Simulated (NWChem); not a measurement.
**C4H3Cl (SMILES C#C/C=C/Cl): levels of theory compared**

Aim: a comparison of 3 runs (HF/STO-3G, HF/3-21G, B3LYP/6-31G*) of C4H3Cl. 

Program for the calculation: NWChem 7.3.0.

### 1 The system as given

C4H3Cl has 8 atoms, charge 0, and is taken as a singlet. As SMILES, `C#C/C=C/Cl`. The shape is that of a GFN2-xTB optimisation.

Bond lengths: C1–C2 1.201 Å, C2–C3 1.408 Å, C3–C4 1.330 Å, C4–Cl5 1.716 Å, C1–H6 1.049 Å, C3–H7 1.081 Å, C4–H8 1.079 Å. Angles: C1–C2–C3 178.1°, C2–C3–C4 122.1°, C3–C4–Cl5 122.7°, C2–C1–H6 179.0°, C2–C3–H7 116.4°, C4–C3–H7 121.5°, C3–C4–H8 123.0°, Cl5–C4–H8 114.3°.

### 2 Energy and gradient at HF/STO-3G (run 1)

c4h3cl.xyz

```xyz
8
C4H3Cl
C     -0.451250     1.033170     1.866040
C     -0.001490     0.506490     0.884680
C      0.568720    -0.092740    -0.254840
C     -0.170530    -0.694410    -1.183110
Cl     0.509860    -1.430170    -2.576000
H     -0.854800     1.479130     2.725510
H      1.645700    -0.040220    -0.336860
H     -1.246220    -0.761260    -1.125420
```

run.py

```python
from ase.io import read
from ase.calculators.nwchem import NWChem

mol = read('c4h3cl.xyz')

calc = NWChem(
    label='c4h3cl',
    theory='scf',
    memory='2200 mb',
    basis='STO-3G',
    basispar='spherical bse',
    scf={'nopen': '0', 'rhf': None, 'thresh': '1e-08', 'maxiter': '80'},
)
mol.calc = calc

forces = mol.get_forces()
print(f"energy = {mol.get_potential_energy():.6f} eV")
print("forces (eV/A):")
for s, f in zip(mol.symbols, forces):
    print(f"{s:2s} {f[0]:10.5f} {f[1]:10.5f} {f[2]:10.5f}")
print("dipole (e A):", mol.get_dipole_moment().round(4))
```

Run with:

```
$ export ASE_NWCHEM_COMMAND="nwchem PREFIX.nwi > PREFIX.nwo"
$ python run.py
```

Standard output:

```text
energy = -16484.724535 eV
forces (eV/A):
C     1.80029   -2.23825   -4.06713
C    -2.30885    2.79114    5.13820
C     0.02576   -1.17263   -2.02341
C     0.05662    1.22554    2.11900
Cl    0.82126   -0.92010   -1.73827
H    -0.34427    0.41189    0.73616
H     0.22343   -0.09179   -0.20137
H    -0.27423   -0.00576    0.03677
dipole (e A): [-0.1398  0.1693  0.3199]
```

The calculator wrote c4h3cl.nwi:

```
title "c4h3cl"

permanent_dir c4h3cl

scratch_dir c4h3cl

start c4h3cl

geometry units angstrom nocenter noautosym noautoz
  C  -4.5124999999999998e-01 1.0331699999999999e+00 1.8660399999999999e+00
  C  -1.4900000000000000e-03 5.0649000000000000e-01 8.8468000000000002e-01
  C  5.6872000000000000e-01 -9.2740000000000003e-02 -2.5484000000000001e-01
  C  -1.7052999999999999e-01 -6.9440999999999997e-01 -1.1831100000000001e+00
  Cl 5.0985999999999998e-01 -1.4301699999999999e+00 -2.5760000000000001e+00
  H  -8.5480000000000000e-01 1.4791300000000001e+00 2.7255099999999999e+00
  H  1.6456999999999999e+00 -4.0219999999999999e-02 -3.3685999999999999e-01
  H  -1.2462200000000001e+00 -7.6126000000000005e-01 -1.1254200000000001e+00
end

memory 2200 mb

basis spherical bse noprint
   * library STO-3G
end

scf
  nopen 0
  rhf
  thresh 1e-08
  maxiter 80
end

task scf gradient
```

c4h3cl.nwo:

```text
Northwest Computational Chemistry Package (NWChem) 7.3.0
             --------------------------------------------------------

           Job information
           ---------------

    nwchem branch   = 7.3.0
    use scalapack   = T
    input           = c4h3cl.nwi
    prefix          = c4h3cl.
    data base       = c4h3cl/c4h3cl.db
    status          = startup
    nproc           =        1

           Memory information
           ------------------

    heap     =     72089598 doubles =      550.0 Mbytes
    stack    =     72089595 doubles =      550.0 Mbytes
    global   =    144179200 doubles =     1100.0 Mbytes (distinct from heap & stack)
    total    =    288358393 doubles =     2200.0 Mbytes
    verify   = yes
    hardfail = no

[... 132 lines left out ...]
 Convergence threshold     :          1.000E-08
[... 13 lines left out ...]
       Final RHF  results
[... 3 lines left out ...]
      One-electron energy =  -1167.697885482530
[... 1 line left out ...]
 Nuclear repulsion energy =    168.145838013842
[... 40 lines left out ...]
                       ROHF Final Molecular Orbital Analysis
[... 229 lines left out ...]
                         RHF ENERGY GRADIENTS

    atom               coordinates                        gradient
                 x          y          z           x          y          z
   1 C      -0.852739   1.952408   3.526304   -0.035010   0.043527   0.079093
   2 C      -0.002816   0.957127   1.671803    0.044900  -0.054279  -0.099922
   3 C       1.074725  -0.175253  -0.481578   -0.000501   0.022804   0.039349
[... 4 lines of this table left out ...]
   8 H      -2.355014  -1.438573  -2.126735    0.005333   0.000112  -0.000715

                 ----------------------------------------
                 |  Time  |  1-e(secs)   |  2-e(secs)   |
                 ----------------------------------------
                 |  CPU   |       0.00   |       0.17   |
                 ----------------------------------------
                 |  WALL  |       0.00   |       0.17   |
                 ----------------------------------------

 Task  times  cpu:        1.6s     wall:        1.6s
 Total times  cpu:        1.7s     wall:        1.7s
```

It took 2.8 s on 1 thread of Intel Xeon 6975P-C (Granite Rapids), shared host; peak memory 0.096 GiB.

### 3 Energy and gradient at HF/3-21G (run 2)

input.nw

```
start input
title "C4H3Cl hf"
memory 2200 mb

geometry noautosym nocenter noautoz
  C    -0.451250    1.033170    1.866040
  C    -0.001490    0.506490    0.884680
  C     0.568720   -0.092740   -0.254840
  C    -0.170530   -0.694410   -1.183110
  Cl    0.509860   -1.430170   -2.576000
  H    -0.854800    1.479130    2.725510
  H     1.645700   -0.040220   -0.336860
  H    -1.246220   -0.761260   -1.125420
end

basis spherical bse
  * library 3-21G
end

scf
  thresh 1e-08
  maxiter 80
end

task scf gradient
```

Run with:

```
$ nwchem input.nw > input.out
```

Standard output:

```text
[...]
  functions       =    55
[...]
  wavefunction    = RHF
[...]
         Total SCF energy =   -609.562312499818
      One-electron energy =  -1170.525132290650
      Two-electron energy =    392.816981776991
 Nuclear repulsion energy =    168.145838013842
        Time for solution =      1.7s
[...]
                         RHF ENERGY GRADIENTS
    atom               coordinates                        gradient
                 x          y          z           x          y          z
   1 C      -0.852739   1.952408   3.526304   -0.009729   0.014093   0.023713
   2 C      -0.002816   0.957127   1.671803    0.015353  -0.019437  -0.034464
   3 C       1.074725  -0.175253  -0.481578    0.002032   0.013527   0.022562
   4 C      -0.322255  -1.312245  -2.235754    0.013551  -0.027266  -0.049561
   5 Cl      0.963496  -2.702629  -4.867934   -0.018263   0.019268   0.036576
   6 H      -1.615338   2.795150   5.150467    0.000376  -0.001282  -0.001328
   7 H       3.109922  -0.076005  -0.636573    0.006106   0.002132   0.002835
   8 H      -2.355014  -1.438573  -2.126735   -0.009425  -0.001035  -0.000333
[...]
```

Wall time 2.7 s (1 thread of Intel Xeon 6975P-C (Granite Rapids), shared host); peak memory 0.096 GiB.

### 4 Energy and gradient at B3LYP/6-31G(d) (Cartesian functions) (run 3)

test.xyz

```xyz
8

C     -0.451250     1.033170     1.866040
C     -0.001490     0.506490     0.884680
C      0.568720    -0.092740    -0.254840
C     -0.170530    -0.694410    -1.183110
Cl     0.509860    -1.430170    -2.576000
H     -0.854800     1.479130     2.725510
H      1.645700    -0.040220    -0.336860
H     -1.246220    -0.761260    -1.125420
```

Edit run.py of step 2 so:

```diff
@@ -3,11 +3,10 @@
 
-mol = read('c4h3cl.xyz')
+mol = read('test.xyz')
 
 calc = NWChem(
-    label='c4h3cl',
-    theory='scf',
+    label='test',
+    theory='dft',
     memory='2200 mb',
-    basis='STO-3G',
-    basispar='spherical bse',
-    scf={'nopen': '0', 'rhf': None, 'thresh': '1e-08', 'maxiter': '80'},
+    basis='6-31G*',
+    dft={'xc': 'b3lyp', 'mult': '1', 'grid': 'xfine', 'convergence': 'energy 1e-08', 'iterations': '100', 'mulliken': None},
 )
```

Run with:

```
$ export ASE_NWCHEM_COMMAND="nwchem PREFIX.nwi > PREFIX.nwo"
$ python run.py
```

Standard output:

```text
energy = -16716.752159 eV
forces (eV/A):
C    -0.10686    0.12634    0.26955
C     0.12069   -0.18430   -0.37502
C     0.27012    0.15622    0.24744
C    -0.28375   -0.04602   -0.03749
Cl    0.20127   -0.27434   -0.51180
H    -0.28514    0.32067    0.59475
H     0.25140   -0.07544   -0.17550
H    -0.16774   -0.02319   -0.01198
dipole (e A): [-0.0949  0.0962  0.1873]
```

The calculator wrote test.nwi:

```
title "test"

permanent_dir test

scratch_dir test

start test

geometry units angstrom nocenter noautosym noautoz
  C  -4.5124999999999998e-01 1.0331699999999999e+00 1.8660399999999999e+00
  C  -1.4900000000000000e-03 5.0649000000000000e-01 8.8468000000000002e-01
  C  5.6872000000000000e-01 -9.2740000000000003e-02 -2.5484000000000001e-01
  C  -1.7052999999999999e-01 -6.9440999999999997e-01 -1.1831100000000001e+00
  Cl 5.0985999999999998e-01 -1.4301699999999999e+00 -2.5760000000000001e+00
  H  -8.5480000000000000e-01 1.4791300000000001e+00 2.7255099999999999e+00
  H  1.6456999999999999e+00 -4.0219999999999999e-02 -3.3685999999999999e-01
  H  -1.2462200000000001e+00 -7.6126000000000005e-01 -1.1254200000000001e+00
end

memory 2200 mb

basis noprint
   * library 6-31G*
end

dft
  xc b3lyp
  mult 1
  grid xfine
  convergence energy 1e-08
  iterations 100
  mulliken
end

task dft gradient
```

test.nwo:

```text
Northwest Computational Chemistry Package (NWChem) 7.3.0
             --------------------------------------------------------

           Job information
           ---------------

    nwchem branch   = 7.3.0
    use scalapack   = T
    input           = test.nwi
    prefix          = test.
    data base       = test/test.db
    status          = startup
    nproc           =        1

           Memory information
           ------------------

    heap     =     72089596 doubles =      550.0 Mbytes
    stack    =     72089601 doubles =      550.0 Mbytes
    global   =    144179200 doubles =     1100.0 Mbytes (distinct from heap & stack)
    total    =    288358397 doubles =     2200.0 Mbytes
    verify   = yes
    hardfail = no

[... 103 lines left out ...]
  convergence criterion.
[... 40 lines left out ...]
          Spatial weights used:  Erf1
[... 80 lines left out ...]
         Total DFT energy =     -614.329315832264
[... 3 lines left out ...]
 Nuclear repulsion energy =      168.145838013842
[... 664 lines left out ...]
          Convergence on gradient requested:  5.00D-04
[... 27 lines left out ...]
          total energy or number of iterations.
[... 26 lines left out ...]
                         DFT ENERGY GRADIENTS

    atom               coordinates                        gradient
                 x          y          z           x          y          z
   1 C      -0.852739   1.952408   3.526304    0.002078  -0.002457  -0.005242
   2 C      -0.002816   0.957127   1.671803   -0.002347   0.003584   0.007293
   3 C       1.074725  -0.175253  -0.481578   -0.005253  -0.003038  -0.004812
[... 4 lines of this table left out ...]
   8 H      -2.355014  -1.438573  -2.126735    0.003262   0.000451   0.000233

                 ----------------------------------------
                 |  Time  |  1-e(secs)   |  2-e(secs)   |
                 ----------------------------------------
                 |  CPU   |       0.00   |       1.39   |
                 ----------------------------------------
                 |  WALL  |       0.00   |       1.39   |
                 ----------------------------------------

 Task  times  cpu:       28.1s     wall:       28.1s
 Total times  cpu:       28.2s     wall:       28.2s
```

Run time: 29 s. Hardware: 1 thread of Intel Xeon 6975P-C (Granite Rapids), shared host; peak memory 0.15 GiB.

### 5 All runs side by side

| run | level | Cartesian functions | iteration cap | energy (Eh) | dipole moment (D) | HOMO energy (eV) | LUMO energy (eV) | wall time |
| --- | --- | --- | --- | --- | --- | --- | --- | --- |
| 1 | HF/STO-3G | no | 80 | -605.802458 | 1.86 | -7.88 | 6.07 | 2.8 s |
| 2 | HF/3-21G | no | 80 | -609.562312 | 1.70 | -9.44 | 2.82 | 2.7 s |
| 3 | B3LYP/6-31G* (Cartesian functions) | yes | 100 | -614.329316 | 1.11 | -6.58 | -1.03 | 29 s |

### 6 Results

```
                       quantity          value
            run 3: total energy  -614.32932 Eh
           run 3: dipole moment         1.11 D
             run 3: HOMO energy       -6.58 eV
             run 3: LUMO energy       -1.03 eV
           run 3: HOMO–LUMO gap        5.56 eV
run 3: largest force on an atom     0.733 eV/Å
```

What this shows: The dipole moment (its size) runs from 1.11 D (B3LYP/6-31G*) to 1.86 D (HF/STO-3G). The two ends differ in method and basis. The HOMO–LUMO gap runs from 5.56 eV (B3LYP/6-31G*) to 13.96 eV (HF/STO-3G). In run 1 the basis is minimal, so the values are rough. All runs together took 35 s, the longest 29 s.
